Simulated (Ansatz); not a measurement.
## How methods differ on BH5S (SMILES [BH3-][SH2+])

The species is BH5S (7 atoms), meant as a singlet with charge 0. SMILES: `[BH3-][SH2+]`. Geometry: relaxed at PBE0-D4/def2-TZVP.

```xyz
7

B    -0.5256   -0.4615   -0.5043
S     0.5686    0.9776    0.2909
H    -1.6232    0.0364   -0.4315
H    -0.3444   -1.4476    0.1597
H    -0.0754   -0.4821   -1.6245
H     0.2860    0.9038    1.6049
H     1.7754    0.4055    0.4589
```

Each level gives the energy change with the B1–H4 bond stretched from 1.203 to 1.503 Å (eV). The values are calculated.

```tsv
level	kind	program	value (eV)	less FCI/STO-3G	CPU time (all runs)
HF/STO-3G (restricted)	Hartree–Fock	Ansatz	1.32	+0.33	0.57 s
SVWN5/STO-3G (restricted)	LDA	Ansatz	1.05	+0.06	1.7 s
revPBE/STO-3G (restricted)	GGA	Ansatz	0.97	-0.02	2.5 s
B3LYP/STO-3G (restricted)	global hybrid	Ansatz	1.07	+0.08	2.5 s
r2SCAN0/STO-3G (restricted)	hybrid meta-GGA	Ansatz	1.15	+0.16	5.2 s
CCSD(T)/STO-3G (restricted)	coupled cluster or CI	Ansatz	0.99	0.00	0.3 s
CCSDT(Q)/STO-3G (restricted)	coupled cluster or CI	Ansatz	0.99	0.00	0.64 s
FCI/STO-3G	exact in the basis	Ansatz	0.99	0.00	23 s
```

FCI/STO-3G is exact within its basis and frozen core, so for wave-function methods in that basis the difference is their error; functionals converge differently with the basis, so for them it is only a difference. The first shape isn't each level's own minimum. The values span 0.97 to 1.32 eV. All rows use very small basis sets, so none should be taken for the real molecule's value. Times are those of the runs behind each value, whatever else they computed, on shared processors of several kinds: orders of magnitude only.
